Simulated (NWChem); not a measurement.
**A calculation on ammonia (H3N)**

SMILES: N
```xyz
4

N      0.0016     0.1283     0.0000
H     -0.4728    -0.2934     0.8124
H     -0.4728    -0.2934    -0.8124
H      0.9343    -0.3110     0.0000
```
Charge 0, spin multiplicity 1.

The numbers come from NWChem runs, not from measurements. All single points use one geometry, from PBE/def2-SVP, a minimum by its harmonic frequencies.

Symmetry labels belong to the abelian group Cs used in the runs, with the axes of the coordinates shown; states degenerate in a higher group split over its labels.

List the lowest 6 singlet excitations that TDA-LDA (SVWN5)/def2-SVPD gives, with oscillator strengths.


| state | symmetry | energy (eV) | wavelength (nm) | f |
|---|---|---|---|---|
| 1 | a' | 6.63 | 187 | 0.091 |
| 2 | a" | 8.85 | 140 | 0.026 |
| 3 | a' | 8.85 | 140 | 0.026 |
| 4 | a" | 10.44 | 119 | 0.000 |
| 5 | a' | 10.44 | 119 | 0.000 |
| 6 | a' | 11.24 | 110 | 0.040 |
